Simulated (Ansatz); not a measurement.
# Structure relaxation of ZnBi2

These are results of Ansatz 0.2.0, DFT PBE, scalar-relativistic, plane waves, PAW, not measurements. Cutoff 420 eV, Γ-centred k mesh, Gaussian smearing, no spin polarisation in the final step.

ZnBi2 was placed on the rutile structure type (P4_2/mnm, No. 136), with Zn in place of Ti, Bi in place of O, at a guessed volume.

```xyz
6
Lattice="6.2957 0.0000 0.0000 0.0000 6.2957 0.0000 0.0000 0.0000 4.0551" Properties=species:S:1:pos:R:3 pbc="T T T"
Zn    0.0000    0.0000    0.0000
Zn    3.1478    3.1478    2.0275
Bi    1.9265    1.9265    0.0000
Bi    1.2214    5.0743    2.0275
Bi    4.3692    4.3692    0.0000
Bi    5.0743    1.2214    2.0275
```

Cell and atoms relax at zero pressure; the relaxation can't lower the symmetry of the start. After a coarse first stage the cell is made exact in the group found at 0.06 Å.

Energies over the elements count from the elements' standard structures at the same level, with no empirical corrections.

**Question.** What does it relax into?

**Answer.** It keeps P4_2/mnm (No. 136). The result has the rutile structure. Conventional cell: a = 6.547 Å, c = 4.344 Å. Around Zn lie 6 Bi at 2.82–2.84 Å; Bi is coordinated by 3 Zn at 2.82–2.84 Å.

```cif
data_structure
_symmetry_space_group_name_H-M 'P4_2/mnm'
_symmetry_Int_Tables_number 136
_cell_length_a 6.5468
_cell_length_b 6.5468
_cell_length_c 4.3438
_cell_angle_alpha 90.000
_cell_angle_beta 90.000
_cell_angle_gamma 90.000
_cell_volume 186.18
loop_
_atom_site_label
_atom_site_type_symbol
_atom_site_symmetry_multiplicity
_atom_site_Wyckoff_symbol
_atom_site_fract_x
_atom_site_fract_y
_atom_site_fract_z
_atom_site_occupancy
Zn1 Zn 2 a 0.00000 0.00000 0.00000 1
Bi1 Bi 4 f 0.30628 0.30628 0.00000 1
```

**Question.** What are its volume, energy, density and gap?

**Answer.** The volume per atom is 31.03 Å³ and the density is 8.62 g/cm³. The energy over the elements is 0.32 eV/atom and the gap on the 6×6×10 mesh is 0 eV (a metal).

The final run used a 6×6×10 mesh on its 6-atom cell and 0.10 eV smearing. The k mesh leaves about 4 meV/atom of noise in metals. Spin–orbit coupling is left out. A structure relaxed within its symmetry needn't be a true minimum.

Cost: 4 runs of about 7.1 core-minutes in all, on Arm Neoverse V2 (shared hosts).